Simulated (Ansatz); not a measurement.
Born–Oppenheimer molecular dynamics of AlH$_{4}$NO (7 atoms, charge 0, multiplicity 1). It starts at the highest image of a converged band. Of that band: The end points aren't both relaxed to the band's threshold, so energies measured from them aren't barriers between minima. The profile has 2 maxima (images 1, 3) with wells between them (image 2): this band takes more than one step, which may be the mechanism or a detour left from its start path. Neighbouring images differ by up to 2.6 eV, so the band resolves the path poorly. A vibrational analysis at the climbing image gives 2 clearly imaginary modes (1193i, 76i cm⁻¹): a point of higher order, so a lower path passes nearby.

The calculation used RKS PBE-D4/def2-SVP (Ansatz).

```json
{"ensemble": "NVE (velocity Verlet)", "time step": "0.5 fs", "steps asked": "200", "starting velocities drawn for": "100 K", "seed": "9168"}
```

Frames 2.5 fs apart, positions in Å, forces in eV/Å.

Velocities at 0.0 fs (Å/ps):

```
Al -0.30 0.68 -0.47
O 0.06 -0.92 -0.46
H -15.75 8.17 -11.14
H 4.37 -11.10 4.31
N 2.05 1.07 2.04
H 1.27 -16.41 -6.55
H -11.40 0.97 4.81
```

```xyz
7
Properties=species:S:1:pos:R:3:forces:R:3 time_fs=0.0 energy_less_start_eV=0.000 T=100
Al 0.135 -0.582 -0.352 0.00 0.02 -0.01
O 0.745 0.547 1.056 0.01 -0.01 0.00
H 0.605 0.202 1.965 0.00 0.01 0.01
H 1.597 -0.422 0.502 0.01 -0.01 0.01
N -1.521 -0.135 -0.872 0.00 -0.01 0.00
H -2.058 -0.551 -1.637 -0.01 0.00 0.00
H -2.033 0.660 -0.474 -0.01 -0.01 -0.01
7
Properties=species:S:1:pos:R:3:forces:R:3 time_fs=2.5 energy_less_start_eV=0.020 T=69
Al 0.134 -0.581 -0.353 0.25 0.10 0.15
O 0.746 0.545 1.054 0.08 0.21 -0.67
H 0.564 0.219 1.947 -0.09 -0.22 0.67
H 1.607 -0.451 0.512 -0.10 -0.07 -0.07
N -1.516 -0.132 -0.867 -0.77 -0.07 -0.51
H -2.049 -0.587 -1.644 0.38 0.45 0.67
H -2.058 0.657 -0.465 0.24 -0.40 -0.24
7
Properties=species:S:1:pos:R:3:forces:R:3 time_fs=5.0 energy_less_start_eV=0.006 T=91
Al 0.134 -0.579 -0.354 0.39 0.19 0.28
O 0.746 0.543 1.050 -0.15 -0.12 0.28
H 0.520 0.227 1.960 0.12 0.12 -0.27
H 1.611 -0.483 0.518 -0.16 -0.12 -0.14
N -1.515 -0.130 -0.865 -0.08 -0.13 -0.10
H -2.022 -0.600 -1.618 -0.12 0.05 -0.03
H -2.072 0.634 -0.469 0.01 0.00 -0.02
7
Properties=species:S:1:pos:R:3:forces:R:3 time_fs=7.5 energy_less_start_eV=0.019 T=72
Al 0.135 -0.576 -0.354 0.44 0.31 0.41
O 0.746 0.541 1.047 -0.33 -0.18 0.59
H 0.482 0.240 1.961 0.23 0.23 -0.58
H 1.607 -0.524 0.515 -0.12 -0.23 -0.21
N -1.513 -0.128 -0.862 0.59 -0.17 0.27
H -2.002 -0.610 -1.594 -0.56 -0.38 -0.69
H -2.086 0.611 -0.473 -0.25 0.41 0.22
7
Properties=species:S:1:pos:R:3:forces:R:3 time_fs=10.0 energy_less_start_eV=-0.015 T=123
Al 0.137 -0.573 -0.353 0.48 0.49 0.56
O 0.745 0.539 1.046 -0.21 0.19 -0.42
H 0.456 0.265 1.934 -0.04 -0.07 0.42
H 1.595 -0.578 0.500 0.01 -0.42 -0.30
N -1.510 -0.127 -0.859 -0.39 -0.37 -0.44
H -2.011 -0.636 -1.602 0.02 0.22 0.19
H -2.110 0.608 -0.467 0.13 -0.04 -0.01
7
Properties=species:S:1:pos:R:3:forces:R:3 time_fs=12.5 energy_less_start_eV=-0.061 T=196
Al 0.140 -0.569 -0.351 0.47 0.77 0.82
O 0.742 0.537 1.044 -0.36 0.24 -0.54
H 0.429 0.288 1.928 -0.09 -0.05 0.49
H 1.585 -0.658 0.466 0.17 -0.67 -0.46
N -1.508 -0.128 -0.858 -0.91 -0.45 -0.73
H -2.020 -0.652 -1.603 0.29 0.49 0.56
H -2.128 0.604 -0.462 0.43 -0.33 -0.15
7
Properties=species:S:1:pos:R:3:forces:R:3 time_fs=15.0 energy_less_start_eV=-0.221 T=443
Al 0.143 -0.563 -0.347 0.46 1.18 1.27
O 0.739 0.536 1.040 -0.90 -0.06 0.38
H 0.399 0.309 1.945 0.24 0.27 -0.55
H 1.585 -0.778 0.404 0.24 -0.94 -0.72
N -1.510 -0.130 -0.860 0.09 -0.47 -0.24
H -2.015 -0.644 -1.576 -0.25 -0.12 -0.29
H -2.123 0.584 -0.463 0.13 0.15 0.15
7
Properties=species:S:1:pos:R:3:forces:R:3 time_fs=17.5 energy_less_start_eV=-0.547 T=947
Al 0.148 -0.554 -0.341 0.66 1.61 1.95
O 0.732 0.535 1.037 -0.96 -0.15 -0.08
H 0.380 0.345 1.936 0.09 0.26 -0.33
H 1.597 -0.954 0.298 0.03 -1.11 -1.10
N -1.512 -0.135 -0.862 0.71 -0.69 -0.16
H -2.025 -0.640 -1.564 -0.47 -0.36 -0.62
H -2.111 0.573 -0.455 -0.07 0.44 0.34
7
Properties=species:S:1:pos:R:3:forces:R:3 time_fs=20.0 energy_less_start_eV=-1.110 T=1818
Al 0.155 -0.542 -0.330 1.11 1.64 2.57
O 0.722 0.533 1.033 -0.58 -0.19 -1.36
H 0.365 0.395 1.912 -0.37 0.13 0.67
H 1.609 -1.195 0.127 -0.56 -0.88 -1.42
N -1.510 -0.142 -0.866 -0.15 -0.89 -0.75
H -2.057 -0.653 -1.582 0.21 0.33 0.32
H -2.099 0.582 -0.429 0.34 -0.13 -0.03
7
Properties=species:S:1:pos:R:3:forces:R:3 time_fs=22.5 energy_less_start_eV=-1.734 T=2781
Al 0.164 -0.526 -0.313 1.33 0.75 2.26
O 0.709 0.531 1.025 -0.60 -0.35 -0.63
H 0.333 0.455 1.918 -0.07 0.18 -0.11
H 1.588 -1.484 -0.126 -1.30 0.04 -1.19
N -1.510 -0.153 -0.873 -0.11 -0.65 -0.52
H -2.080 -0.650 -1.585 0.34 0.41 0.46
H -2.068 0.586 -0.405 0.40 -0.37 -0.27
7
Properties=species:S:1:pos:R:3:forces:R:3 time_fs=25.0 energy_less_start_eV=-2.051 T=3271
Al 0.175 -0.509 -0.291 0.91 -0.68 0.81
O 0.694 0.527 1.014 -0.47 -0.16 0.45
H 0.297 0.524 1.918 0.30 0.09 -0.83
H 1.491 -1.771 -0.448 -1.59 1.15 -0.40
N -1.509 -0.167 -0.881 1.31 -0.30 0.42
H -2.087 -0.627 -1.566 -0.33 -0.26 -0.44
H -2.016 0.572 -0.395 -0.12 0.16 -0.02
7
Properties=species:S:1:pos:R:3:forces:R:3 time_fs=27.5 energy_less_start_eV=-1.975 T=3154
Al 0.189 -0.494 -0.268 0.03 -1.99 -1.06
O 0.677 0.523 1.005 0.36 0.18 0.12
H 0.275 0.599 1.878 -0.06 0.07 0.16
H 1.302 -1.990 -0.792 -1.32 1.87 0.49
N -1.503 -0.182 -0.888 1.59 -0.22 0.63
H -2.110 -0.615 -1.568 -0.20 -0.26 -0.38
H -1.971 0.565 -0.387 -0.39 0.36 0.03
```

Of the whole run (100 fs, mean temperature of the second half 2058 K): The conserved energy stayed within 0.41 meV per atom of its start (net change 0.021 meV per atom), so the integration is sound. The system heated up, since it started high on the potential surface and ran downhill. A run of 0.1 ps of so small a system gives no equilibrium averages. The orbitals stay closed-shell, which can raise the energy where a bond breaks towards radicals; this wasn't checked here.

Run time: 5.7 min on 1 thread of Intel(R) Xeon(R) Platinum 8259CL CPU @ 2.50GHz (Skylake/Cascade Lake), on a shared host, peak memory 0.14 GiB.
